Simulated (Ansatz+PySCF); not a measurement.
**singlet CH4: levels of theory in one basis**

| atom | x (Å) | y (Å) | z (Å) |
| --- | --- | --- | --- |
| C | 0.0000 | 0.0000 | 0.0000 |
| H | 0.6340 | 0.6340 | 0.6340 |
| H | 0.6340 | -0.6340 | -0.6340 |
| H | -0.6340 | 0.6340 | -0.6340 |
| H | -0.6340 | -0.6340 | 0.6340 |

Basis set: def2-SVP (spherical functions). Correlated methods keep 1 orbital frozen. Charge 0, multiplicity 1.

Computed with Ansatz (development build ahead of 0.2.0); each method stands on the lowest determinant of its kind that the runs found. NEVPT2 correlates all electrons. Active spaces start from the frontier orbitals, and the lowest solution found is given.

| method | E − E(RHF) (eV) | <S²> of the determinant |
| --- | --- | --- |
| RHF | 0.00 | 0.00 |
| RHF-CCSD | -5.02 | – |
| RHF-CCSD(T) | -5.12 | – |
| CASSCF(8,8) | -2.23 | – |
| CASSCF(2,2) | -0.42 | – |
| SC-NEVPT2(8,8) | -4.51 | – |
| SC-NEVPT2(2,2) | -4.48 | – |

Q: What does RHF-MP2 give on the same scale?

A: -4.40 eV.

Q: Is a single determinant a sound starting point here?

A: By this sign, yes. Unrestricted orbitals gain 0.00 eV and <S²> is 0.00 against 0.00 for a pure state. The CASSCF(8,8) natural occupations are 1.98, 1.98, 1.98, 1.98, 0.02, 0.02, 0.02, 0.02. The CASSCF(2,2) natural occupations are 1.98, 0.02.
